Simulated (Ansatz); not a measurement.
# Al2H4S: molecular dynamics

Aim: follow the molecule's vibrations and see whether its bonds hold. The start is relaxed first. Runs: 500 steps of 0.25 fs at constant energy, with velocities drawn for 700 K. SMILES of the start: [AlH2][S][AlH2].

Program: Ansatz 0.2.0. Level of theory: RHF/def2-SVP. These are calculated values, not measurements.

**1. The system as given**

Bond lengths: Al1–S2 2.169 Å, S2–Al3 2.169 Å, Al1–H4 1.535 Å, Al1–H5 1.535 Å, Al3–H6 1.535 Å, Al3–H7 1.535 Å. Angles: Al1–S2–Al3 159.3°, S2–Al1–H4 119.8°, S2–Al1–H5 119.7°, H4–Al1–H5 120.5°, S2–Al3–H6 119.7°, S2–Al3–H7 119.9°, H6–Al3–H7 120.3°.

Coordinates:

```xyz
7

Al   -1.8049    0.4805   -1.0327
S    -0.2039   -0.2239    0.2498
Al    1.8010   -0.4842    1.0365
H    -2.2010   -0.3320   -2.2729
H    -2.5797    1.7496   -0.6531
H     2.2985    0.4269    2.1667
H     2.6901   -1.6169    0.5057
```

**2. Relaxing the start**

input.yaml reads:

```yaml
crystal:
  periodic: [false, false, false]
  atoms:
    - { symbol: Al, position_ang: [-1.80491, 0.48049, -1.03272] }
    - { symbol: S, position_ang: [-0.20392, -0.22393, 0.24982] }
    - { symbol: Al, position_ang: [1.80099, -0.48416, 1.03649] }
    - { symbol: H, position_ang: [-2.20102, -0.33195, -2.27291] }
    - { symbol: H, position_ang: [-2.57971, 1.74957, -0.65313] }
    - { symbol: H, position_ang: [2.29852, 0.42685, 2.16674] }
    - { symbol: H, position_ang: [2.69007, -1.61687, 0.50571] }
basis:
  gaussian: { orbitals: def2-SVP }
hamiltonian:
  xc: hf
relax:
  f_tol: 0.02
  max_steps: 40
```

Command:

```
> ansatz run input.yaml --threads 1 --pin off --max-ram 2048MiB --backend cpu --events-out ev --progress --plain --runs-dir out
```

The log of the run, cut to the lines that bear on the results:

```text
Warning: RAYON_NUM_THREADS=1 ignored (pool sized by the plan → 1); use --threads N
[...]
Functional definition: HF
[...]
734 factors; integrals over basis functions are off by at most 2.7e-4 eV
[...]
mean field -24040.27200810 eV, -883.4637012160 hartree, gradient 1.1e-5 eV, S^2 0.000000; 0 other end points of the search recorded, 0 dependent functions left out
[...]
reference -24040.27200810 eV, -883.4637012160 hartree; 23, 23 occupied and 51, 51 virtual orbitals, 734 factors
relax step   1: F+E_penalty+E_count = -24040.27200810 eV  Δ(F+E_penalty+E_count) = +0.000e0 eV  max|allowed force component| = 5.076e-1 eV/Å  Δτ_max = 0.0000 Å  (25 SCF iters, accepted)
[...]
relax step   4: F+E_penalty+E_count = -24040.43356055 eV  Δ(F+E_penalty+E_count) = -5.172e-2 eV  max|allowed force component| = 1.464e-1 eV/Å  Δτ_max = 0.1952 Å  (24 SCF iters, accepted)
[...]
relax step   7: F+E_penalty+E_count = -24040.59386958 eV  Δ(F+E_penalty+E_count) = -6.467e-2 eV  max|allowed force component| = 2.541e-1 eV/Å  Δτ_max = 0.1986 Å  (24 SCF iters, accepted)
[...]
relax step  10: F+E_penalty+E_count = -24040.78025461 eV  Δ(F+E_penalty+E_count) = -7.644e-2 eV  max|allowed force component| = 1.706e-1 eV/Å  Δτ_max = 0.2000 Å  (24 SCF iters, accepted)
[...]
relax step  12: F+E_penalty+E_count = -24040.82863577 eV  Δ(F+E_penalty+E_count) = -6.053e-3 eV  max|allowed force component| = 2.906e-1 eV/Å  Δτ_max = 0.1941 Å  (24 SCF iters, accepted)
[...]
relax step  13: F+E_penalty+E_count = -24040.83643626 eV  Δ(F+E_penalty+E_count) = -7.800e-3 eV  max|allowed force component| = 7.196e-3 eV/Å  Δτ_max = 0.0569 Å  (22 SCF iters, accepted)
735 factors; integrals over basis functions are off by at most 3.0e-4 eV
[...]
mean field -24040.83643626 eV, -883.4844435683 hartree, gradient 3.5e-5 eV, S^2 0.000000; 1 other end points of the search recorded, 0 dependent functions left out
[...]
reference -24040.83643626 eV, -883.4844435683 hartree; 23, 23 occupied and 51, 51 virtual orbitals, 735 factors
Total energy: -24040.83643626 eV, -883.4844435683 hartree
Atom 0 at    -1.515903     0.434685    -0.817225 Å, force    -0.002805     0.005070     0.005911 eV/Å
Atom 1 at    -0.417896     0.716386     1.061647 Å, force     0.003946    -0.000771    -0.007196 eV/Å
Atom 2 at     1.479491    -0.375165     0.908617 Å, force    -0.001949     0.005663     0.005265 eV/Å
Atom 3 at    -0.924384    -0.466256    -1.963427 Å, force     0.000642    -0.001163    -0.004262 eV/Å
Atom 4 at    -2.898471     1.171551    -0.945287 Å, force    -0.003167    -0.002315     0.000142 eV/Å
Atom 5 at     2.439088    -0.302737     2.151459 Å, force     0.000756    -0.003025     0.002384 eV/Å
Atom 6 at     1.838095    -1.178465    -0.395784 Å, force     0.002577    -0.003459    -0.002245 eV/Å
Dipole moment:     0.074234    -0.131731    -0.190302 e Å
```

It took 10 s on 1 thread of Arm Neoverse V2, shared host; peak memory 0.12 GiB.

The steps of the relaxation:

| step | energy from step 1 (eV) | largest force component (eV/Å) |
| --- | --- | --- |
| 1 | 0.0000 | 0.5076 |
| 2 | -0.0600 | 0.1515 |
| 3 | -0.1098 | 0.1326 |
| 4 | -0.1616 | 0.1464 |
| 5 | -0.2131 | 0.2157 |
| 6 | -0.2572 | 0.2443 |
| 7 | -0.3219 | 0.2541 |
| 8 | -0.3889 | 0.2715 |
| 9 | -0.4318 | 0.3293 |
| 10 | -0.5082 | 0.1706 |
| 11 | -0.5506 | 0.0606 |
| 12 | -0.5566 | 0.2906 |
| 13 | -0.5644 | 0.0072 |

Step 1 is the start.

After: Bond lengths: Al1–S2 2.194 Å, S2–Al3 2.194 Å, Al1–H4 1.573 Å, Al1–H5 1.572 Å, Al3–H6 1.572 Å, Al3–H7 1.573 Å. Angles: Al1–S2–Al3 108.0°, S2–Al1–H4 120.6°, S2–Al1–H5 116.7°, H4–Al1–H5 122.7°, S2–Al3–H6 116.7°, S2–Al3–H7 120.6°, H6–Al3–H7 122.7°.

**3. The run**

500 steps of 0.25 fs at constant energy, with velocities drawn for 700 K, from the relaxed start.

input.yaml reads:

```yaml
crystal:
  periodic: [false, false, false]
  atoms:
    - { symbol: Al, position_ang: [-1.515903, 0.434685, -0.817225] }
    - { symbol: S, position_ang: [-0.417896, 0.716386, 1.061647] }
    - { symbol: Al, position_ang: [1.479491, -0.375165, 0.908617] }
    - { symbol: H, position_ang: [-0.924384, -0.466256, -1.963427] }
    - { symbol: H, position_ang: [-2.898471, 1.171551, -0.945287] }
    - { symbol: H, position_ang: [2.439088, -0.302737, 2.151459] }
    - { symbol: H, position_ang: [1.838095, -1.178465, -0.395784] }
basis:
  gaussian: { orbitals: def2-SVP }
hamiltonian:
  xc: hf
md:
  timestep: 0.25
  n_steps: 500
  ensemble: nve
  temperature: 700.0
  initial_velocities: maxwell_boltzmann
  seed: 84004
```

Command:

```
> ansatz run input.yaml --threads 1 --pin off --max-ram 2048MiB --backend cpu --events-out ev --progress --plain --runs-dir out
```

The log of the run, cut to the lines that bear on the results:

```text
Warning: RAYON_NUM_THREADS=1 ignored (pool sized by the plan → 1); use --threads N
[...]
[... 1 set-up line as earlier in the session ...]
[...]
735 factors; integrals over basis functions are off by at most 3.9e-4 eV
[...]
mean field -24040.83643676 eV, -883.4844435867 hartree, gradient 2.7e-5 eV, S^2 0.000000; 0 other end points of the search recorded, 0 dependent functions left out
[...]
reference -24040.83643676 eV, -883.4844435867 hartree; 23, 23 occupied and 51, 51 virtual orbitals, 735 factors
md step     0: t =     0.00 fs  T =   700.0 K  F+E_penalty+E_count = -24040.83643676 eV  E_kin = 0.452410 eV  conserved = -24040.38402676 eV  (25 SCF iters)
[...]
md step    20: t =     5.00 fs  T =   465.3 K  F+E_penalty+E_count = -24040.68466287 eV  E_kin = 0.300751 eV  conserved = -24040.38391159 eV  (23 SCF iters)
[...]
md step    40: t =    10.00 fs  T =   265.7 K  F+E_penalty+E_count = -24040.55569651 eV  E_kin = 0.171746 eV  conserved = -24040.38395074 eV  (23 SCF iters)
[...]
md step    60: t =    15.00 fs  T =   202.6 K  F+E_penalty+E_count = -24040.51488096 eV  E_kin = 0.130953 eV  conserved = -24040.38392752 eV  (17 SCF iters)
[...]
md step    80: t =    20.00 fs  T =   327.9 K  F+E_penalty+E_count = -24040.59583817 eV  E_kin = 0.211922 eV  conserved = -24040.38391597 eV  (23 SCF iters)
md step    81: t =    20.25 fs  T =   332.6 K  F+E_penalty+E_count = -24040.59885500 eV  E_kin = 0.214942 eV  conserved = -24040.38391315 eV  (23 SCF iters)
```

**4. More of the same log: dynamics from the start**

Output, continued, cut to the lines that bear on the results:

```text
md step    82: t =    20.50 fs  T =   337.9 K  F+E_penalty+E_count = -24040.60230978 eV  E_kin = 0.218398 eV  conserved = -24040.38391152 eV  (23 SCF iters)
[...]
md step   107: t =    26.75 fs  T =   474.6 K  F+E_penalty+E_count = -24040.69068085 eV  E_kin = 0.306703 eV  conserved = -24040.38397743 eV  (23 SCF iters)
[...]
md step   132: t =    33.00 fs  T =   407.9 K  F+E_penalty+E_count = -24040.64761855 eV  E_kin = 0.263622 eV  conserved = -24040.38399696 eV  (22 SCF iters)
[...]
md step   157: t =    39.25 fs  T =   248.5 K  F+E_penalty+E_count = -24040.54450052 eV  E_kin = 0.160579 eV  conserved = -24040.38392151 eV  (23 SCF iters)
[...]
md step   182: t =    45.50 fs  T =   304.0 K  F+E_penalty+E_count = -24040.58039195 eV  E_kin = 0.196497 eV  conserved = -24040.38389450 eV  (22 SCF iters)
md step   183: t =    45.75 fs  T =   310.1 K  F+E_penalty+E_count = -24040.58430124 eV  E_kin = 0.200405 eV  conserved = -24040.38389637 eV  (23 SCF iters)
md step   184: t =    46.00 fs  T =   317.2 K  F+E_penalty+E_count = -24040.58892403 eV  E_kin = 0.205024 eV  conserved = -24040.38390038 eV  (23 SCF iters)
```

**5. The output, continued: dynamics from the start**

The log, continued, cut to the lines that bear on the results:

```text
md step   185: t =    46.25 fs  T =   325.4 K  F+E_penalty+E_count = -24040.59419599 eV  E_kin = 0.210290 eV  conserved = -24040.38390643 eV  (22 SCF iters)
[...]
md step   206: t =    51.50 fs  T =   383.5 K  F+E_penalty+E_count = -24040.63182727 eV  E_kin = 0.247871 eV  conserved = -24040.38395637 eV  (22 SCF iters)
[...]
md step   227: t =    56.75 fs  T =   295.4 K  F+E_penalty+E_count = -24040.57487569 eV  E_kin = 0.190907 eV  conserved = -24040.38396901 eV  (22 SCF iters)
[...]
md step   248: t =    62.00 fs  T =   142.7 K  F+E_penalty+E_count = -24040.47608196 eV  E_kin = 0.092207 eV  conserved = -24040.38387519 eV  (17 SCF iters)
[...]
md step   499: t =   124.75 fs  T =   453.4 K  F+E_penalty+E_count = -24040.67701458 eV  E_kin = 0.293050 eV  conserved = -24040.38396449 eV  (22 SCF iters)
[...]
md step   500: t =   125.00 fs  T =   457.2 K  F+E_penalty+E_count = -24040.67945434 eV  E_kin = 0.295495 eV  conserved = -24040.38395886 eV  (26 SCF iters)
Total energy: -24040.67945434 eV, -883.4786745892 hartree
Atom 0 at    -1.514314     0.459529    -0.780546 Å, force    -0.956967     0.162995    -0.800850 eV/Å
Atom 1 at    -0.409738     0.678152     1.005021 Å, force     0.040143     0.343527     1.133946 eV/Å
Atom 2 at     1.462545    -0.369377     0.929128 Å, force     1.325453     0.196071     0.483484 eV/Å
Atom 3 at    -1.042876    -0.435672    -1.942000 Å, force     0.229994    -0.341646    -0.399148 eV/Å
Atom 4 at    -2.867416     1.253063    -0.859601 Å, force    -0.048519     0.032114    -0.014013 eV/Å
Atom 5 at     2.388321    -0.110323     2.212696 Å, force    -0.314857    -0.215908    -0.211745 eV/Å
Atom 6 at     2.127903    -1.086872    -0.293952 Å, force    -0.275246    -0.177153    -0.191674 eV/Å
Dipole moment:    -0.006083    -0.206369    -0.169740 e Å
```

Wall time 5.2 min (1 thread of Arm Neoverse V2, shared host); peak memory 0.12 GiB.

**6. Frames and traces**

One step in 36; energies are changes from step 0:

| time (fs) | T (K) | potential energy change (meV/atom) | total energy change (meV/atom) |
| --- | --- | --- | --- |
| 0.0 | 700 | 0.0 | 0.00 |
| 9.0 | 317 | 35.4 | 0.01 |
| 18.0 | 302 | 36.8 | 0.01 |
| 27.0 | 469 | 21.3 | 0.01 |
| 36.0 | 279 | 38.9 | 0.02 |
| 45.0 | 295 | 37.4 | 0.02 |
| 54.0 | 312 | 35.8 | 0.02 |
| 63.0 | 149 | 50.9 | 0.02 |
| 72.0 | 427 | 25.2 | 0.01 |
| 81.0 | 418 | 26.0 | 0.01 |
| 90.0 | 156 | 50.2 | 0.01 |
| 99.0 | 533 | 15.4 | 0.00 |
| 108.0 | 502 | 18.3 | 0.01 |
| 117.0 | 265 | 40.2 | 0.02 |
| 125.0 | 457 | 22.4 | 0.01 |

time (fs), T (K) and a bar:
```
      0.0        700 ##############################
      5.5        444 #################
     10.8        225 ######
     16.2        256 ########
     21.8        375 ##############
     27.2        463 ##################
     32.5        418 ################
     38.0        236 #######
     43.5        291 #########
     49.0        419 ################
     54.2        309 ##########
     59.8        212 #####
     65.2        219 ######
     70.8        359 #############
     76.0        519 #####################
     81.5        400 ###############
     87.0        107 
     92.5        202 #####
     97.8        478 ###################
    103.2        545 ######################
    108.8        467 ##################
    114.2        328 ###########
    119.5        259 ########
    125.0        457 ##################
```

Maxima of the velocity power spectrum (cm⁻¹, relative height; resolution about 530 cm⁻¹): 600 (100), 2070 (16).

**7. Snapshots as a file**

Positions (Å) and forces (eV/Å):

```xyz
7
time_fs=15.5 T=224 dE=0.3074
Al   -1.505    0.390   -0.851    0.344    0.803    0.898
S    -0.432    0.784    1.120    0.258   -1.156   -0.845
Al    1.472   -0.426    0.891   -0.188    1.533    0.140
H    -0.813   -0.277   -2.076    0.117   -0.287   -0.054
H    -2.920    1.068   -0.970   -0.064   -0.131    0.041
H     2.641   -0.375    1.951   -0.351   -0.231    0.317
H     1.912   -0.769   -0.547   -0.116   -0.531   -0.498
7
time_fs=31.2 T=422 dE=0.1798
Al   -1.463    0.392   -0.828   -0.053    0.023    0.888
S    -0.429    0.782    1.122    0.188   -0.158   -0.688
Al    1.452   -0.384    0.850   -0.953   -0.043    1.054
H    -0.708   -0.374   -1.944    0.164   -0.046   -0.323
H    -2.996    0.731   -0.925    0.042    0.141   -0.021
H     2.193   -0.822    2.185    0.153    0.259   -0.293
H     1.619   -1.027   -0.528    0.458   -0.176   -0.616
7
time_fs=47.0 T=354 dE=0.2236
Al   -1.415    0.389   -0.763   -0.798   -0.125   -0.623
S    -0.415    0.766    1.083   -0.309    0.741    0.716
Al    1.378   -0.362    0.827    0.810   -0.958    1.240
H    -0.617   -0.260   -1.920    0.214   -0.123   -0.359
H    -2.958    0.646   -0.888   -0.041    0.128    0.037
H     2.070   -0.852    2.182   -0.024    0.344   -0.182
H     1.900   -1.026   -0.446    0.148   -0.007   -0.829
7
time_fs=62.5 T=143 dE=0.3604
Al   -1.415    0.368   -0.766   -0.751    0.738   -0.242
S    -0.418    0.792    1.084   -0.150   -0.270    0.579
Al    1.370   -0.416    0.832    0.745    1.177    1.367
H    -0.595   -0.069   -1.990    0.217   -0.416   -0.463
H    -2.929    0.779   -0.822   -0.121   -0.158   -0.098
H     2.221   -0.469    2.184   -0.176   -0.484   -0.276
H     2.001   -0.527   -0.543    0.236   -0.587   -0.866
7
time_fs=78.0 T=475 dE=0.1458
Al   -1.455    0.383   -0.825   -0.292    0.261    0.909
S    -0.431    0.804    1.120    0.346   -0.558   -0.589
Al    1.438   -0.407    0.855   -0.309    0.234    1.032
H    -0.745   -0.268   -2.018    0.423   -0.213   -0.432
H    -3.001    0.653   -0.904   -0.024    0.145    0.061
H     2.316   -0.916    2.112   -0.380    0.319   -0.384
H     1.796   -0.802   -0.581    0.235   -0.187   -0.597
7
time_fs=93.8 T=230 dE=0.3036
Al   -1.498    0.402   -0.853    0.093    0.184    1.466
S    -0.422    0.779    1.120    0.235   -0.224   -0.849
Al    1.477   -0.382    0.877   -0.886   -0.588    1.026
H    -0.752   -0.371   -1.939    0.315   -0.223   -0.601
H    -3.024    0.767   -0.922    0.036    0.148   -0.025
H     2.252   -1.044    2.127   -0.120    0.688   -0.235
H     1.694   -1.078   -0.470    0.327    0.015   -0.781
7
time_fs=109.5 T=429 dE=0.1754
Al   -1.510    0.416   -0.809   -0.069    0.776    0.355
S    -0.401    0.734    1.061   -0.535   -0.233   -0.023
Al    1.449   -0.400    0.902    0.570    1.010    0.835
H    -0.820   -0.253   -2.003    0.229   -0.493   -0.455
H    -2.902    1.131   -0.952   -0.111   -0.121    0.073
H     2.323   -0.247    2.247   -0.204   -0.445   -0.441
H     1.992   -0.800   -0.485    0.120   -0.495   -0.344
7
time_fs=125.0 T=457 dE=0.1570
Al   -1.514    0.460   -0.780   -0.957    0.163   -0.801
S    -0.410    0.678    1.005    0.040    0.344    1.134
Al    1.462   -0.369    0.929    1.325    0.196    0.483
H    -1.043   -0.436   -1.942    0.230   -0.342   -0.399
H    -2.867    1.253   -0.860   -0.049    0.032   -0.014
H     2.388   -0.110    2.213   -0.315   -0.216   -0.212
H     2.128   -1.087   -0.294   -0.275   -0.177   -0.192
```

**8. Outcome**

```
                          quantity                          value
           relaxation of the start       12 moves, 0.564 eV lower
                            length           500 steps of 0.25 fs
  temperature, first and last step                  700 and 457 K
          temperature, second half  mean 355 K, from 106 to 556 K
     potential energy, second half    +32 meV/atom from the start
largest change of the total energy                  0.02 meV/atom
            bonds formed or broken                              0
```

In words: The temperature starts at 700 K and averages 355 K in the second half, where it ranges from 106 to 556 K; a mean near half the start is what vibrations about a minimum give, since they share energy equally between motion and strain. The total energy strays from its start by at most 0.02 meV/atom, under 0.1 % of the mean kinetic energy, which is good for a step of 0.25 fs. The bonding pattern survives the run. Averages from a run of 125 fs with 7 atoms are rough. The nuclei move classically, without zero-point motion, which matters most for hydrogen.
